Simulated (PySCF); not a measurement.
## Reproducing measurements on methane

**Experimental background.**

NIST CCCBDB Release 22 (SRD 101), experimental polarizabilities lists, for the gas: mean polarisability 2.448 Å³.

Besley, J. Chem. Theory Comput. 2021, 17, 3644 (DFT calculations of core-electron binding energies at the K-edge of heavier elements) lists, for the gas: C 1s binding energy of C1 290.8 eV.

Wang, Chong, Molecules 2025, 30, 2887 (The role of exchange energy in modeling core-electron binding energies of strongly polar bonds) lists, for the gas: C 1s binding energy of C1 290.84 eV.

The results are set against them at the end.

Methane, CH4.
Atom-mapped SMILES: `[CH4:1]` (hydrogens: H2, H3, H4, H5 on C1)

Cartesian coordinates in Å at the GFN2-xTB level; atoms count from 1:
```xyz
5
CH4 angstrom
C      0.0017    0.0006   -0.0035
H      0.9054   -0.5948   -0.0169
H      0.2007    0.9684   -0.4449
H     -0.3289    0.1314    1.0186
H     -0.7703   -0.5027   -0.5706
```

The PySCF runs (gas phase, on this GFN2-xTB geometry; non-relativistic but for the core-level run):

```
                                                                          level                                                                job  basis functions
                                                                B3LYP/def2-SVPD  8 singlets by full TDDFT, 3 Tamm–Dancoff triplets, polarisability               52
                                                                 PBE0/def2-SVPD  6 singlets by full TDDFT, 2 Tamm–Dancoff triplets, polarisability               52
delta-SCF UKS SCAN, pcX-2 on the ionised atom, pcseg-1 elsewhere, spin-free X2C                                       ΔSCF core ionisation, 1 hole               65
```

Results beside the measurements:

**Mean polarisability.** Measured: 2.448 Å³ (NIST CCCBDB Release 22 (SRD 101), experimental polarizabilities).

```tsv
level	computed (Å³)	computed − measured (Å³)	% (from the printed values)
B3LYP/def2-SVPD	2.436	-0.012	0
PBE0/def2-SVPD	2.401	-0.047	-2
```

Closest is B3LYP/def2-SVPD (-0.012 Å³), furthest PBE0/def2-SVPD (-0.047 Å³); one molecule doesn't rank methods. The computed values are static and purely electronic, with core orbitals frozen in the response (1 au = 0.148185 Å³). The table of measured values doesn't say here whether a value is static or optical, or holds a vibrational part.

**Core binding energies.** PySCF 2.14.0, delta-SCF UKS SCAN, pcX-2 on the ionised atom, pcseg-1 elsewhere, spin-free X2C.

```csv
level and atom,computed (eV),measured (eV),computed − measured (eV)
"C 1s, C1",290.75,290.8 and 290.84,-0.05
```

Sources, in the order of the opening: Besley, J. Chem. Theory Comput. 2021, 17, 3644 (DFT calculations of core-electron binding energies at the K-edge of heavier elements); Wang, Chong, Molecules 2025, 30, 2887 (The role of exchange energy in modeling core-electron binding energies of strongly polar bonds). The computed values are vertical, without vibrational structure; measured positions hang on the energy calibration. 

No measured geometry was used, and the causes of the misses weren't examined.
